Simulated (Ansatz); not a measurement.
# SiCl+ (triplet): wave-function methods side by side, cc-pVDZ

Aim: climb from Hartree-Fock through coupled cluster and multireference methods for SiCl+ (triplet) at one geometry and basis, and see what each rung misses.

The runs use Ansatz 0.2.0, Gaussian basis; cc-pVDZ, core rule «outside noble gas», up to 10 orbitals frozen.

The runs, in order: UHF; CCSD(T) on ROHF; CCSD(T) on UHF; BCCD(T) on ROHF; CISD as a restricted active space (open shells left free, so some higher excitations enter); CCSDT(Q) on ROHF; CCSDT(Q) on UHF; CASSCF and MRCISD+Q, 10 electrons in 8 orbitals; CASSCF and NEVPT2, 10 electrons in 8 orbitals.

9 further runs of the same task are left out: 3 that didn't finish, 6 set aside as unsound or not needed. Runs told in other sessions of the task aren't counted.

## 1. The system

The geometry is a PBE0/def2-TZVP stationary point (not a proven minimum) of the parent state, kept for this charge and spin.

2 atoms, charge 1, spin multiplicity 3.

Atoms are counted from 1 here; the program's logs count them from 0.

Bond lengths: Si1–Cl2 2.067 Å.

Coordinates:

```
Si    0.00000    0.00000    0.00000
Cl    0.00000    0.00000    2.06710
```

## 2. UHF

File in.yaml:

```yaml
crystal:
  periodic: [false, false, false]
  atoms:
    - {symbol: Si, position_ang: [0.000000, 0.000000, 0.000000]}
    - {symbol: Cl, position_ang: [0.000000, 0.000000, 2.067100]}
basis:
  gaussian: {orbitals: cc-pVDZ}
total_charge: 1
magnetization: {spin_polarized: true, initial_magnetization: 2}
hamiltonian: {xc: hf}
output: {orbitals: {seedname: orbitals}}
```

Launch:

```bash
$ ansatz run in.yaml --threads 1 --pin off --events-out ev --progress --plain --max-ram 2393MiB
```

After this run come: CCSD(T) on ROHF; CCSD(T) on UHF; BCCD(T) on ROHF; CISD as a restricted active space (open shells left free, so some higher excitations enter); CCSDT(Q) on ROHF; CCSDT(Q) on UHF; CASSCF and MRCISD+Q, 10 electrons in 8 orbitals; CASSCF and NEVPT2, 10 electrons in 8 orbitals.

**Question.** What will the summary of the whole plan be? Wanted: UCCSDT(Q) from the RHF energy; RMP2 from UCCSDT(Q); UMP2 from UCCSDT(Q); RCCSD from UCCSDT(Q); RCCSD(T) from UCCSDT(Q); UCCSD(T) from UCCSDT(Q); RCCSDT(Q) from UCCSDT(Q); NEVPT2 valence from UCCSDT(Q); MRCISD+Q valence from UCCSDT(Q).

As calculated:

| quantity | value |
| --- | --- |
| UCCSDT(Q) from the ROHF energy | -5.5485 eV |
| RMP2 from UCCSDT(Q) | +835.8 meV |
| UMP2 from UCCSDT(Q) | +826.5 meV |
| RCCSD from UCCSDT(Q) | +228.5 meV |
| RCCSD(T) from UCCSDT(Q) | +45.4 meV |
| UCCSD(T) from UCCSDT(Q) | +46.1 meV |
| RCCSDT(Q) from UCCSDT(Q) | +4.5 meV |
| NEVPT2 valence from UCCSDT(Q) | +1011.6 meV |
| MRCISD+Q valence from UCCSDT(Q) | +58.3 meV |
| levels within 1 kcal/mol (43 meV) | RCCSDT, UCCSDT, RCCSDT(Q) |
| T1 diagnostic | 0.036 |
| effectively unpaired electrons | 2.01 |

What this shows: RCCSD(T) lands +45.4 meV from the yardstick (0.8 % of the correlation energy). One determinant dominates. Of the multireference levels listed MRCISD+Q valence comes nearest in total energy (+58.3 meV), which doesn't show that its space is the better one. These misses are within one basis, not against nature; the frozen cores of restricted and unrestricted runs differ, which can shift their rows.

With open shells the CI space here admits some higher excitations, so it is larger than plain CISD.
